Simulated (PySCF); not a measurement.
Gas-phase reaction: 3 H₂SiNH + NH₃ = 3 SiH₄ + 4 N

Energies from PySCF, thermal terms from the rigid-rotor harmonic-oscillator model, ideal gas at 1 bar. † marks an energy on the PBE0/def2-TZVP geometry and frequencies; other levels use their own. CCSD(T) freezes the core. Open shells (unrestricted): N (multiplicity 4); the rest are closed-shell singlets. B3LYP is the form with VWN-RPA correlation. H₂SiNH: computed as isolated molecules; such fragments, hydroxides, amides, oligomers or adducts are transient or little studied in the gas. CCSD(T) isn't extrapolated to the basis-set limit.

B3LYP/def2-TZVP† gives ΔH°(298 K) = 1528 kJ.

Task: What do PBE0/def2-TZVP, CCSD(T)/def2-TZVPP†, r2SCAN/def2-TZVP† give?

Result: PBE0/def2-TZVP: 1515 kJ; CCSD(T)/def2-TZVPP†: 1396 kJ; r2SCAN/def2-TZVP†: 1486 kJ. For scale, ΔH°(298 K) is 1528 kJ at this level, 1527 kJ at ωB97M-V/def2-TZVP†, and runs from 245 to 3134 kJ over the 20 levels computed.
